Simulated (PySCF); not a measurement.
Compound: C3H5ClS.
SMILES: `CC(=S)CCl`

Computed, not measured: MP2 and CCSD/aug-cc-pVDZ in PySCF, restricted Hartree–Fock reference, frozen core, non-relativistic, gas phase, PBE0-D3(BJ)/def2-SVP geometry.

E(HF) = -973.54826 Eh.

Question: How large is the problem?

Answer: 168 basis functions and 56 electrons; 13 orbitals frozen, which leaves o = 15 correlated occupied and v = 140 virtual orbitals. That is o·v = 2100 singles and o·v(o·v + 1)/2 = 2206050 distinct closed-shell doubles amplitudes before symmetry; the costliest CCSD step grows as o²v⁴ = 8.6 × 10^10.

Question: What are the MP2 and CCSD correlation energies?

Answer: MP2 -0.7208 Eh and CCSD -0.7730 Eh, which gives totals of -974.26901 and -974.32122 Eh. That is 0.701 eV for each correlated electron at CCSD (2029 kJ/mol in all, 0.079 % of the total energy); MP2 gives 93.2 % of the CCSD value.

Question: What is the T1 diagnostic?

Answer: 0.0150, below the customary warning level of 0.02. It is the norm of the spatial-orbital singles amplitudes over the root of the number of correlated electrons, so the norm is 0.082.

Question: How does correlation change the dipole moment?

Answer: HF gives 1.74 D and CCSD (unrelaxed density) 1.31 D, a change of -0.43 D; the two vectors are 11° apart.

Connected triples and the basis-set limit are missing.

Shape of the structure used: `[CH3:1][C:2](=[S:3])[CH2:4][Cl:5]`: C1–C2–C4–Cl5 38°.

One conformer stands for the species.
